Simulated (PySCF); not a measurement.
A made-up structure of CH3NSi, singlet:

C1  (-1.441, -1.002, -0.349)
Si2  (-0.444, 0.306, -0.418)
N3  (1.073, 0.612, 0.263)
H4  (-2.383, -1.421, -0.666)
H5  (-0.550, 1.688, -0.725)
H6  (1.567, -0.047, 0.840)
(Å)

It is relaxed with PBE-D4/def2-SVP and then PBE0-D4/def2-TZVP (PySCF 2.14 with density fitting (its default auxiliary sets; JK sets also for MP2 and CCSD(T))). Atoms count as bonded within 1.22 times the sum of their covalent radii (H–H: 0.88 Å). The end point is not checked to be a true minimum.

Question: Does its bonding change? (A judgement: the text doesn't fix the answer.)

Answer: Computed: Yes. Formed: C1–N3; broken: none.

Where it ends: The first stage lowers the energy by 4.14 eV in 69 steps. It ends as CH₃NSi ([CH]1[NH][SiH]1):
```
6
angstrom
C -0.6707 -0.5330 -0.0630
Si -0.6648 0.8956 -1.3264
N 0.5286 -0.1303 -0.1220
H -1.0512 -1.3260 0.5820
H -1.0867 1.9177 -0.2599
H 1.3058 -0.4423 0.4517
```

Labels in which every atom is bracketed show which atoms are joined, not bond orders.

For scale, one of the runs: PBE0-D4/def2-TZVP relaxation, 117 basis functions, launched by `OMP_NUM_THREADS=2 python run.py`. The run took 43 s on 2 CPU threads of a Oxide Virtual Turin-like (shared host), with 1.1 GiB of host memory at its peak.
